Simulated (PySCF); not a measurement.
# Exact simulation of a proton spin system

Molecule: `InChI=1S/C3H4O/c1-2-3-4/h2H,1H3`.

Molfile (atoms numbered from 1):
```
C3H4O
     RDKit          3D

  8  7  0  0  0  0  0  0  0  0999 V2000
   -0.9078   -0.3373   -0.1081 C   0  0  0  0  0  0  0  0  0  0  0  0
    0.2976    0.4940    0.2395 C   0  0  0  0  0  0  0  0  0  0  0  0
    1.5161    0.1708   -0.0429 C   0  0  0  0  0  0  0  0  0  0  0  0
    2.6189   -0.1126   -0.2932 O   0  0  0  0  0  0  0  0  0  0  0  0
   -0.6108   -1.2462   -0.6234 H   0  0  0  0  0  0  0  0  0  0  0  0
   -1.5812    0.2272   -0.7521 H   0  0  0  0  0  0  0  0  0  0  0  0
   -1.4509   -0.6092    0.7963 H   0  0  0  0  0  0  0  0  0  0  0  0
    0.1271    1.4228    0.7595 H   0  0  0  0  0  0  0  0  0  0  0  0
  1  2  1  0
  2  3  2  0
  3  4  2  0
  1  5  1  0
  1  6  1  0
  1  7  1  0
  2  8  1  0
M  END
```

Equivalent nuclei averaged, gas phase, no relativistic terms, a single conformation. Shielding tensors at PBE0/pcSseg-1 (GIAO); spin–spin couplings from B3LYP/pcJ-1; GFN2-xTB geometry; PySCF 2.14.

Chemical shifts δ = σref − σ; 1H vs TMS, all at this level.

The 4-spin Hamiltonian (Zeeman plus full scalar coupling among like nuclei) was diagonalised exactly; lines are Lorentzian, 0.4 Hz wide, and the maxima above 3 % are listed with the tallest set to 100.

Peak list at 500 MHz for the spins H5/H6/H7/H8:
| Hz | ppm | height |
| --- | --- | --- |
| 1317.2 | 2.635 | 8 |
| 1309.1 | 2.618 | 21 |
| 1301.0 | 2.602 | 22 |
| 1293.0 | 2.586 | 9 |
| 874.0 | 1.748 | 100 |
| 865.9 | 1.732 | 96 |

Extract the chemical shifts and coupling constants behind this pattern (give the signs of the calculation).

Answers


Shifts (ppm): H5/H6/H7 1.74, H8 2.61.
Couplings (Hz): H5–H6, H5–H7, H6–H7: -13.8; H5–H8, H6–H8, H7–H8: 8.1.
These are the parameters used. A line list fixes at most the relative signs, and those only where coupling is strong; other parameter sets or atom labellings may fit too, and couplings well below the line width leave little trace. Couplings within a CH3 group never show.

Unscaled 3J(H,H) at this level run about 10 % above measured values.
